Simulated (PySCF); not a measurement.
# The electron affinity along group 14

Calculated with PySCF 2.14 from differences of total energies of unrestricted determinants, without spin-orbit coupling. Values in eV. The last column holds reference values (measured affinities from photodetachment; the arrow runs from anion to atom). Unmarked ones compare directly (S terms, centres of terms, or small fine structure); those marked * lie between the lowest fine-structure levels and include a spin-orbit shift.

```csv
element,configurations,UHF,LDA,PBE,PBE0,r2SCAN,MP2 (valence),reference
"C (aug-cc-pV5Z, non-relativistic)",[He] 2s2 2p3 → [He] 2s2 2p2,0.451,1.815,1.597,1.419,1.491,1.295,1.262
"Si (aug-cc-pV(5+d)Z, non-relativistic)",[Ne] 3s2 3p3 → [Ne] 3s2 3p2,0.848,1.594,1.496,1.458,1.535,1.418,1.390 *
"Sn (aug-cc-pV5Z-PP with ECP28MDF, ECP)",[Kr] 4d10 5s2 5p3 → [Kr] 4d10 5s2 5p2,0.952,1.549,1.420,1.411,1.510,1.387,1.112 *
```

The highest occupied level of the anion is positive for C⁻ at LDA, PBE, PBE0, r2SCAN; Si⁻ at LDA, PBE, PBE0, r2SCAN; Sn⁻ at LDA, PBE, PBE0, r2SCAN, so there the basis helps to hold the electron.

"Valence" correlates the outer s and p shells and, in groups 3 to 12 and the f block, the outer d or f shell, open or full, or the next shell where the ion has no valence electron left; the wider scheme adds the next inner shell.
